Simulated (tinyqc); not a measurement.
Extended Hueckel theory, for HCl+, step by step. The parameters take no account of the charge, which enters only through the electron count. One step of it, computed by the program tinyqc.

Task: Wolfsberg-Helmholz matrix. H_ij = K' S_ij (H_ii + H_jj)/2 for i != j (the diagonal keeps H_ii), with K' = 1.75.

overlap S, order 1Cl 3s, 1Cl 3px, 1Cl 3py, 1Cl 3pz, 2H 1s:
```
[[1.000000, 0.000000, 0.000000, 0.000000, 0.278904],
 [0.000000, 1.000000, 0.000000, 0.000000, 0.000000],
 [0.000000, 0.000000, 1.000000, 0.000000, 0.000000],
 [0.000000, 0.000000, 0.000000, 1.000000, 0.431262],
 [0.278904, 0.000000, 0.000000, 0.431262, 1.000000]]
```

diagonal H_ii (eV): [-26.300000, -14.200000, -14.200000, -14.200000, -13.600000]

K = 1.750000

Give: H.

Result:

H (eV), order 1Cl 3s, 1Cl 3px, 1Cl 3py, 1Cl 3pz, 2H 1s:
```
[[-26.300, 0.000, 0.000, 0.000, -9.737],
 [0.000, -14.200, 0.000, 0.000, 0.000],
 [0.000, 0.000, -14.200, 0.000, 0.000],
 [0.000, 0.000, 0.000, -14.200, -10.490],
 [-9.737, 0.000, 0.000, -10.490, -13.600]]
```
